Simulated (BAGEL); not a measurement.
# HF/cc-pVDZ (density fitting with qzvpp-jkfit) run of C2F3N (cyanotrifluoromethane)

What is the energy change on altering one bond length of C2F3N (cyanotrifluoromethane) at HF/cc-pVDZ (density fitting with qzvpp-jkfit)? 

Program for the calculation: BAGEL 1.2.2.

3 further runs of the same task are left out: 2 that didn't finish, 1 set aside as unsound or not needed.

## 1. Starting point

The species is C2F3N (6 atoms), meant as a singlet with charge 0. SMILES: `N#CC(F)(F)F`. The coordinates come from a PBE0-D4/def2-TZVP relaxation.

Bond lengths: N1–C2 1.146 Å, C2–C3 1.481 Å, C3–F4 1.326 Å, C3–F5 1.326 Å, C3–F6 1.326 Å. Angles: N1–C2–C3 180.0°, C2–C3–F4 110.1°, C2–C3–F5 110.1°, C2–C3–F6 110.1°, F4–C3–F5 108.8°, F4–C3–F6 108.8°, F5–C3–F6 108.8°.

## 2. A single-point energy at HF/cc-pVDZ (density fitting with qzvpp-jkfit)

The input, calc.json:

```json
{ "bagel" : [

{
  "title" : "molecule",
  "basis" : "cc-pvdz.json",
  "df_basis" : "qzvpp-jkfit",
  "angstrom" : true,
  "geometry" : [
    { "atom" : "N", "xyz" : [    1.022100,   -1.705100,    0.893500 ] },
    { "atom" : "C", "xyz" : [    0.486200,   -0.810600,    0.417800 ] },
    { "atom" : "C", "xyz" : [   -0.206400,    0.345600,   -0.197200 ] },
    { "atom" : "F", "xyz" : [   -1.316000,   -0.055800,   -0.802300 ] },
    { "atom" : "F", "xyz" : [    0.581500,    0.927000,   -1.091500 ] },
    { "atom" : "F", "xyz" : [   -0.525200,    1.234800,    0.733600 ] }
  ]
},
{ "title" : "hf" },
{ "title" : "print", "file" : "orbitals.molden", "orbitals" : true }

]}
```

The basis set cc-pVDZ is read from a file made from the Basis Set Exchange's data (not shown).

The run is started by

```sh
$ BAGEL_NUM_THREADS=1 BAGEL calc.json > calc.out
```

The program printed:

```text
* using 1 threads per process

  ===============================================================
  ===============================================================

  *** Geometry ***

  { "atom" : "N", "xyz" : [      1.931489,     -3.222172,      1.688470 ] },
  { "atom" : "C", "xyz" : [      0.918785,     -1.531812,      0.789528 ] },
  { "atom" : "C", "xyz" : [     -0.390039,      0.653089,     -0.372654 ] },
  { "atom" : "F", "xyz" : [     -2.486880,     -0.105447,     -1.516127 ] },
  { "atom" : "F", "xyz" : [      1.098876,      1.751776,     -2.062636 ] },
  { "atom" : "F", "xyz" : [     -0.992484,      2.333434,      1.386303 ] },

  Number of auxiliary basis functions:      458

  Since a DF basis is specified, we compute 2- and 3-index integrals:
    o Being stored without compression. Storage requirement is 0.026 GB

  Number of basis functions:       84
  Number of electrons      :       46

    * METHOD: MOLECULE                             0.21

  *** RHF ***

  === Nuclear Repulsion ===
   232.2706488272

      * DIIS with orbital gradients will be used.

  === RHF iteration (cc-pvdz.json) ===
      0       -428.12968521          0.02456282           0.06
      1       -428.26519782          0.02269836           0.06
      2       -428.49882476          0.00204390           0.06
      3       -428.50177905          0.00112391           0.06
      4       -428.50275521          0.00016340           0.06
      5       -428.50279065          0.00005004           0.06
      6       -428.50279388          0.00001621           0.06
      7       -428.50279417          0.00000181           0.06
      8       -428.50279418          0.00000069           0.06
      9       -428.50279418          0.00000029           0.06
     10       -428.50279418          0.00000007           0.06
     11       -428.50279418          0.00000002           0.06
     12       -428.50279418          0.00000001           0.06
    * SCF iteration converged.

    * Permanent dipole moment:
           (    0.223531,    -0.373036,     0.198529) a.u.

    * METHOD: HF                                   0.90

    * METHOD: PRINT                                0.02

  ===============================================================
```

Wall time 1.3 s (1 thread of Arm Neoverse V1, shared host); peak memory 0.11 GiB.

## 3. The distorted shape at the same level

The input, job.json:

```json
{ "bagel": [

{
  "title": "molecule",
  "basis": "cc-pvdz.json",
  "df_basis": "qzvpp-jkfit",
  "angstrom": "true",
  "geometry": [
    { "atom": "N", "xyz": [       0.391786,      -2.170216,       1.608934 ] },
    { "atom": "C", "xyz": [      -0.144114,      -1.275716,       1.133234 ] },
    { "atom": "C", "xyz": [      -0.836714,      -0.119516,       0.518234 ] },
    { "atom": "F", "xyz": [      -1.946314,      -0.520916,      -0.086866 ] },
    { "atom": "F", "xyz": [       0.581500,       0.927000,      -1.091500 ] },
    { "atom": "F", "xyz": [      -1.155514,       0.769684,       1.449034 ] }
  ]
},

{ "title": "hf" },

{ "title": "print", "file": "orbitals.molden", "orbitals": "true" }

]}
```

The basis set cc-pVDZ is read from a file made from the Basis Set Exchange's data (not shown).

The run is started by

```sh
$ BAGEL_NUM_THREADS=1 BAGEL job.json > job.out
```

The program printed:

```text
* using 1 threads per process

  ===============================================================
  ===============================================================

  *** Geometry ***

  { "atom" : "N", "xyz" : [      0.740368,     -4.101114,      3.040445 ] },
  { "atom" : "C", "xyz" : [     -0.272336,     -2.410754,      2.141502 ] },
  { "atom" : "C", "xyz" : [     -1.581160,     -0.225853,      0.979320 ] },
  { "atom" : "F", "xyz" : [     -3.678000,     -0.984389,     -0.164153 ] },
  { "atom" : "F", "xyz" : [      1.098876,      1.751776,     -2.062636 ] },
  { "atom" : "F", "xyz" : [     -2.183605,      1.454492,      2.738277 ] },

  Number of auxiliary basis functions:      458

  Since a DF basis is specified, we compute 2- and 3-index integrals:
    o Being stored without compression. Storage requirement is 0.026 GB

  Number of basis functions:       84
  Number of electrons      :       46

    * METHOD: MOLECULE                             0.21

  *** RHF ***

  === Nuclear Repulsion ===
   205.3271894413

      * DIIS with orbital gradients will be used.

  === RHF iteration (cc-pvdz.json) ===
      0       -427.68715544          0.02827555           0.06
      1       -427.10107200          0.04097528           0.06
      2       -428.24308253          0.00532353           0.06
      3       -428.26904231          0.00208803           0.06
      4       -428.27420685          0.00059929           0.06
      5       -428.27472868          0.00024762           0.06
      6       -428.27481820          0.00011238           0.06
      7       -428.27483971          0.00005414           0.06
      8       -428.27484335          0.00003019           0.06
      9       -428.27484522          0.00001386           0.06
     10       -428.27484578          0.00000966           0.06
     11       -428.27484601          0.00000675           0.06
     12       -428.27484620          0.00000400           0.06
     13       -428.27484627          0.00000226           0.06
     14       -428.27484629          0.00000173           0.06
     15       -428.27484630          0.00000079           0.06
     16       -428.27484630          0.00000045           0.06
     17       -428.27484630          0.00000031           0.06
     18       -428.27484630          0.00000018           0.06
     19       -428.27484630          0.00000012           0.06
     20       -428.27484630          0.00000008           0.06
     21       -428.27484630          0.00000005           0.06
     22       -428.27484630          0.00000003           0.06
     23       -428.27484630          0.00000002           0.06
     24       -428.27484630          0.00000002           0.06
     25       -428.27484630          0.00000001           0.06
    * SCF iteration converged.

    * Permanent dipole moment:
           (    1.102299,     0.504143,    -0.991112) a.u.

    * METHOD: HF                                   1.65

    * METHOD: PRINT                                0.02

  ===============================================================
```

It took 2 s on 1 thread of Arm Neoverse V1, shared host; peak memory 0.11 GiB.

## 4. Results

At HF/cc-pVDZ (density fitting with qzvpp-jkfit):

| quantity | value |
| --- | --- |
| first shape: total energy | -428.50279 Eh |
| first shape: dipole moment | 1.22 D |
| first shape: HOMO energy | -14.40 eV |
| first shape: LUMO energy | 3.87 eV |
| first shape: HOMO–LUMO gap | 18.27 eV |
| distorted shape: total energy | -428.27485 Eh |
| distorted shape: dipole moment | 3.98 D |
| distorted shape: HOMO energy | -12.73 eV |
| distorted shape: LUMO energy | -2.27 eV |
| distorted shape: HOMO–LUMO gap | 10.46 eV |
| energy change with the C3–F5 bond stretched from 1.326 to 2.387 Å | 6.203 eV |

**Reading.** One bond (distorted shape) is far stretched, which a spin-restricted single reference describes badly; a broken-symmetry solution may lie lower. With the C3–F5 bond stretched from 1.326 to 2.387 Å the energy rises by 6.20 eV (143 kcal/mol). The first shape isn't relaxed at this level, so the change isn't measured from a minimum. A restricted reference can't describe the breaking bond well at this length.
